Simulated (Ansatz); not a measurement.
Methacrylic acid (`C=C(C)C(=O)O`), 12 atoms. Total charge 0; spin multiplicity 1. All runs use 4 threads of an Intel Xeon 6975P-C on a shared host. Correlated methods freeze the cores.

(1) How many basis functions does each run have, and how long does it take in Ansatz? RKS PBE0-D4/def2-QZVPP energy; RKS ωB97M-V/def2-QZVPP energy; RHF-CCSD(T)/def2-TZVPP energy; RKS LC-ωPBE/def2-TZVPP energy; RHF-CCSD(T)/def2-SVP energy; RKS PBE0-D4/def2-TZVP frequencies; RKS PBE0-D4/def2-TZVP relaxation (7 steps); RKS PBE0-D4/def2-SVP energy; RKS ωB97X-V/def2-TZVPP energy; RKS r2SCAN0-D4/def2-TZVPP energy; RKS ωB97M-V/def2-SVP energy; direct RPA on PBE orbitals/def2-TZVPP energy. (Best estimate.)

## Answers

(1) Ansatz gave: Other jobs shared the machine, so times are rough.

```tsv
level	job	functions	wall time	peak host memory (GiB)
RKS PBE0-D4/def2-SVP	energy	114	0.7 s	0.49
RKS LC-ωPBE/def2-TZVPP	energy	270	1.6 s	0.5
RKS ωB97M-V/def2-SVP	energy	114	1.8 s	0.49
RKS r2SCAN0-D4/def2-TZVPP	energy	270	2.8 s	0.68
RHF-CCSD(T)/def2-SVP	energy	114	3.5 s	0.7
direct RPA on PBE orbitals/def2-TZVPP	energy	270	3.6 s	0.73
RKS ωB97X-V/def2-TZVPP	energy	270	4.1 s	0.81
RKS PBE0-D4/def2-QZVPP	energy	522	4.8 s	1.8
RKS ωB97M-V/def2-QZVPP	energy	522	10 s	2.2
RKS PBE0-D4/def2-TZVP	relaxation (7 steps)	222	16 s	0.6
RHF-CCSD(T)/def2-TZVPP	energy	270	64 s	8.3
RKS PBE0-D4/def2-TZVP	frequencies	222	110 s	0.59
```

LC-ωPBE has ω = 0.4 bohr⁻¹.
